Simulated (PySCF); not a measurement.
# C3H3ClO: the cost of one run

Programs: PySCF 2.14.0, with density-fitted response routines of our own. Each step states its level of theory. These are calculated values for one molecule, in the gas phase or a continuum, unless marked as measured. Atoms count from 0, in the outputs and in this text.

## (1) The starting structure

8 atoms, charge 0, multiplicity 1; geometry from: GFN2-xTB. The atoms were then displaced at random by about 0.01 Å, so the start is not that level's minimum.

Bonds of the start (Å): C0–C1 1.31, C1–C2 1.45, C2–O3 1.19, C2–Cl4 1.79, C0–H5 1.08, C0–H6 1.09, C1–H7 1.08.

## (2) Geometry optimisation at PBE0-D3(BJ)/def2-SVP

Job settings and geometry (Å):

```
{"job": {"xc": "PBE0", "basis": "def2-SVP", "d3": "d3bj", "grid": 1, "shake": 0.01, "kind": "geom"}, "charge": 0, "multiplicity": 1}
C     -1.258960    -0.179830    -0.091880
C     -0.106860     0.119420     0.449730
C      1.104550     0.015200    -0.346400
O      1.278850    -0.294450    -1.480480
Cl     2.555930     0.425620     0.609970
H     -1.351100    -0.455860    -1.129690
H     -2.187940    -0.087450     0.461410
H      0.020660     0.438200     1.474870
```

Run with:

```
$ OMP_NUM_THREADS=1 python probes_run.py task.json out
```

One launch serves the whole session: the jobs run in the order shown.

Q: Estimate the wall time and peak memory of this first job on 1 thread of Intel Xeon 6975P-C, shared host.

About 9.4 s, with a peak of 0.38 GiB.
